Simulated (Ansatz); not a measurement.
Results of PBE-D3(BJ) (Ansatz, a quantum-chemistry and plane-wave program, plane waves, PAW) for zinc-blende BeTe.

Run with plane-wave cutoff 520 eV, 10×10×10 k mesh, Fermi–Dirac smearing 0.01 eV, scalar-relativistic PAW data made under PBE.

Computed points:

```tsv
V (Å³/atom)	E − E_lowest (meV/atom)	P (GPa)
20.422	16.80	4.34
20.857	7.22	2.75
21.292	1.75	1.31
21.726	0.00	0.01
22.161	1.61	-1.17
22.595	6.26	-2.24
23.030	13.68	-3.21
```

Question: What bulk modulus B0 and pressure derivative B′ does a third-order Birch–Murnaghan fit give?

Answer: V0 = 21.728 Å³/atom, B0 = 61.9 GPa, B′ = 4.0 (fit to the energies at full precision).

Measured, for comparison: bulk modulus 67 GPa (room temperature, not corrected to a static lattice; as tabulated in Elmahjoubi et al. (2023), arXiv:2303.01780); equilibrium volume per atom 22.26 Å³/atom (temperature not stated, not corrected to a static lattice; as tabulated in Bernardini et al. (2000), arXiv:cond-mat/0007180). Computed (rounded) less measured: bulk modulus -8 %, equilibrium volume per atom -2.4 %.

Spin–orbit coupling is not included.

Computed values are for the static lattice.

Cost on a shared machine: roughly 15 core-seconds.
